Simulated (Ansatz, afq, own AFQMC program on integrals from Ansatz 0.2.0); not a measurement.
Two steps: Ansatz 0.2.0 writes the Fock matrix and Cholesky factors of the valence space, and afq projects on them the lowest state that overlaps trial and start.

```yaml
crystal:
  periodic: [false, false, false]
  atoms:
    - {symbol: N, position_ang: [0.000000, 0.000000, 0.000000]}
    - {symbol: P, position_ang: [0.000000, 0.000000, 1.479400]}
basis:
  gaussian: {orbitals: 6-31G}
magnetization: {spin_polarized: true, initial_magnetization: 0}
correlation: {method: ccsd_t, electrons: outside_noble_gas, hamiltonian_folder: ham}
```

```sh
$ ansatz run in.yaml --threads 1 --pin off --events-out ev --progress --plain --max-ram 1843MiB
```

Options of the walk:

```
--method phaseless --trial hf --walkers 400 --populations 1 --least-time 40 --time-step 0.005 --steps-per-block 20 --equilibration-blocks 112 --max-blocks 600 --target-error 0.00114 --factor-cut 1e-05 --start spin_pure --seed 6234 --taylor-order 6
```

Times are imaginary, in 1/Eh. The walk had a cap of 278 s.

```
orbitals 16  electrons 5 5  factors 92 of 272
reference energy -395.05484760 Eh
CCSD correlation -0.18731060 Eh in 14 cycles, weight of the determinant in the CISD state 0.6548
energy of the start -395.078387 Eh
 block  time / (1/Eh)  mean weight  energy / Eh
     1     0.100  1.0009  -395.110513
     2     0.200  1.0012  -395.142113
     3     0.300  1.0008  -395.163718
     4     0.400  1.0009  -395.172852
     5     0.500  1.0001  -395.184799
    10     1.000  1.0003  -395.202355
    86     8.600  1.0004  -395.251957
   120    12.000  0.9999  -395.221652
   171    17.100  0.9994  -395.251561
   188    18.800  1.0000  -395.283693
   256    25.600  1.0000  -395.235492
   341    34.100  0.9997  -395.255231
   426    42.600  1.0006  -395.246810
   511    51.100  0.9996  -395.238575
   596    59.600  1.0007  -395.258037
   681    68.100  0.9995  -395.241647
   698    69.800  1.0000  -395.248381
blocks merged  error / Eh  count
     1  0.000569  600
     2  0.000747  300
     4  0.000978  150
     8  0.001257  75
    16  0.001505  37
    32  0.001936  18
    64  0.002117  9
energy -395.252394 +/- 0.001936 Eh
(rows thinned)
```

(1) Estimate how long the walk took on 1 thread of Arm Neoverse V2, with other jobs on the host.

The run failed at least one of its tests; the cautions name the faults. The second half of the sampling lies above the first by 1.6 errors of their difference, so the energy may still be moving and its error bar be too small.

Against this walk (error 52.7 meV) on the same determinant: CCSD(T) 126.7 meV higher, CCSDT(Q) 38.6 meV higher (within the noise), CCSDTQ 32.7 meV higher (within the noise), full CI 23.4 meV higher (within the noise), a separate phaseless walk with a CISD trial and standard settings 62.2 ± 55.0 meV higher (within the noise). The error is statistical and leaves out the bias of the constraint. The determinant has ⟨S²⟩ = 0.77, so the low cluster orders mix in higher spin, while the walk starts as a pure singlet. The determinant is a poor start (see the cautions), so the low cluster orders aren't to be relied on, and full CI is the sure value.

Cautions: constraint bias not in the error; error not settled; error above the target (52.7 against 31.0 meV); strong correlation (T1 0.116, weight of the determinant 0.65, largest double 0.17); unrestricted determinant spin contaminated (⟨S²⟩ 0.77 against 0.00).

## Answers

(1) 3.1 min of wall time.

CCSDT and higher add their correlation energy to the determinant of the CCSD(T) run, since their own runs factorise the integrals more tightly (a shift of under 2 meV). A walk keeps the symmetry of its determinant, which the program's search chose and which needn't be the lowest solution, so a lower state of the same spin and another symmetry isn't excluded.
